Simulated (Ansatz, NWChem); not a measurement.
**How basis sets differ on N2 (nitrogen)**

N2, singlet, SMILES `N#N`. Each level relaxes the structure for itself.

Each level gives the harmonic wavenumber (cm⁻¹). The values are calculated.

Measured value to compare with: Huber and Herzberg, Constants of Diatomic Molecules gives the harmonic wavenumber of the gas as 2359 cm⁻¹.

```csv
level,kind,program,value (cm⁻¹),computed − measured
SVWN5/cc-pVDZ,LDA,NWChem,2398,+39
SVWN5/cc-pCVDZ,LDA,NWChem,2400,+41
SVWN5/cc-pVTZ,LDA,NWChem,2399,+40
SVWN5/def2-TZVP,LDA,Ansatz,2403,+44
```

Nearest: SVWN5/cc-pVDZ (+39 cm⁻¹); farthest: SVWN5/def2-TZVP (+44 cm⁻¹). Harmonic and unscaled.
